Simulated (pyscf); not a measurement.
Thermochemistry of product channels of HB=NH (SMILES B=N) + SiH₄ (SMILES [SiH4]) on the singlet surface, in eV, from ωB97M-D3(BJ)/def2-TZVP energies (ideal gas, 1 atm, RRHO with modes under 100 cm⁻¹ raised to 100, one conformer, R ln 2 for chiral ones without a mode under 150 cm⁻¹). Optimised with ωB97X-D3(BJ)/def2-SVP in PySCF.

```json
[
 {"products": "H₂N–BH–SiH₃ (SMILES NB[SiH3])", "ΔE": "-1.25", "ΔH(298 K)": "-1.08", "ΔG(298 K)": "-0.72", "ΔG(1200 K)": "+0.35"},
 {"products": "H₂B–NH₂ (SMILES BN) + SiH₂ (SMILES [SiH2]) [singlet]", "ΔE": "___", "ΔH(298 K)": "+1.01", "ΔG(298 K)": "+0.94", "ΔG(1200 K)": "+0.77"},
 {"products": "B–NH–SiH₃ (SMILES [B]N[SiH3]) [singlet] + H₂ (SMILES [H][H])", "ΔE": "+1.34", "ΔH(298 K)": "+1.25", "ΔG(298 K)": "+1.23", "ΔG(1200 K)": "+1.10"},
 {"products": "HN=B–SiH₃ (SMILES N=B[SiH3]) + H₂ (SMILES [H][H])", "ΔE": "+0.20", "ΔH(298 K)": "+0.12", "ΔG(298 K)": "+0.15", "ΔG(1200 K)": "+0.14"},
 {"products": "HB=N–SiH₃ (SMILES B=N[SiH3]) + H₂ (SMILES [H][H])", "ΔE": "___", "ΔH(298 K)": "-0.69", "ΔG(298 K)": "-0.65", "ΔG(1200 K)": "-0.60"},
 {"products": "H₂B–NH–SiH₃ (SMILES BN[SiH3])", "ΔE": "___", "ΔH(298 K)": "-1.69", "ΔG(298 K)": "-1.32", "ΔG(1200 K)": "-0.17"}
]
```

Question: Some entries are withheld; supply them.

Answer: 
- H₂B–NH₂ (SMILES BN) + SiH₂ (SMILES [SiH2]) [singlet], ΔE: +0.93
- HB=N–SiH₃ (SMILES B=N[SiH3]) + H₂ (SMILES [H][H]), ΔE: -0.58
- H₂B–NH–SiH₃ (SMILES BN[SiH3]), ΔE: -1.82

The channel to H₂N–BH–SiH₃ turns unfavourable between 298 and 1200 K (ΔG from -0.72 eV to +0.35 eV).

These are energies of the channels, which say nothing of barriers.
